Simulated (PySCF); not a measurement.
# Simulated absorption spectrum

Species: C3H6OS.
Z-matrix (Å and degrees, GFN2-xTB geometry), rows numbered from 1:
```
C 
O   1  1.4142
C   2  1.3252  1  118.06
C   3  1.4938  2  113.07  1  -178.61
S   3  1.6302  2  123.92  1     0.51
H   1  1.0874  2  106.35  3  -179.62
H   1  1.0928  2  110.38  3   -59.64
H   1  1.0929  2  110.46  3    60.30
H   4  1.0873  3  110.28  2   -25.74
H   4  1.0903  3  109.21  2    93.41
H   4  1.0862  3  110.09  2  -148.11
```

The calculation used TDDFT CAM-B3LYP/def2-SVPD, vertical, gas phase, core orbitals frozen in the response (PySCF).

Broadening: Gaussians 0.5 eV wide at half height, area fixed by f = 4.319×10⁻⁹ ∫ε dν̃. The width is an assumption, not a result. The curve ends short of the highest state used, and states not computed would add to its high-energy end.

(λ (nm), ε (L mol⁻¹ cm⁻¹)): (183.3, 1304), (191.3, 2786), (199.3, 4281), (207.3, 5150), (215.3, 9152), (223.3, 7967), (231.4, 3012), (239.4, 587), (247.4, 67), (255.4, 5), (263.4, 0), (271.4, 0), (279.4, 0), (287.4, 0), (295.4, 0), (303.4, 0), (311.4, 0), (319.4, 1), (327.4, 1), (335.4, 2), (343.4, 4), (351.5, 5), (359.5, 5), (367.5, 5), (375.5, 5), (383.5, 4), (391.5, 3), (399.5, 2), (407.5, 1), (415.5, 1), (423.5, 0), (431.5, 0), (439.5, 0), (447.5, 0), (455.5, 0), (463.5, 0)

(1) Where are the band maxima, and which computed states make them?

(2) Coming from long wavelengths, where does ε first pass 100 L mol⁻¹ cm⁻¹?

(3) Does any computed singlet lie in the visible range?

(4) On this curve, what absorbance would a 10⁻⁴ mol/L sample give at 248 nm over a 1 cm path?

Results:

(1) 362 nm (3.42 eV), ε about 5.4, made up of S1 (100%); 218 nm (5.69 eV), ε about 9600, made up of S2 (99%); 200 nm (6.21 eV), ε about 4300, made up of S2 (10%) and S3 (88%) (hardly more than a shoulder) (ε in L mol⁻¹ cm⁻¹; maxima over ε = 5, shares over 10%). The states used: S1 3.42 eV (f 0.0001); S2 5.68 eV (f 0.177); S3 6.26 eV (f 0.072); S4 6.68 eV (f 0.014); S5 6.75 eV (f 0.0008); S6 7.18 eV (f 0.014); S7 7.22 eV (f 0.044); S8 7.36 eV (f 0.0003).

(2) At about 246 nm (5.04 eV), 1.61 eV above S1.

(3) No computed singlet lies in the visible range (380 to 750 nm); the lowest, at 362 nm, stands 0.16 eV above its violet end (3.26 eV); a Tamm–Dancoff triplet lies at 404 nm, without intensity as long as spin–orbit coupling is left out.

(4) 248 nm is 4.999 eV, where ε is about 56 L mol⁻¹ cm⁻¹, so A = ε c l ≈ 0.0056 (Beer–Lambert, with the gas-phase spectrum and the assumed width).

One conformer stands for the species.
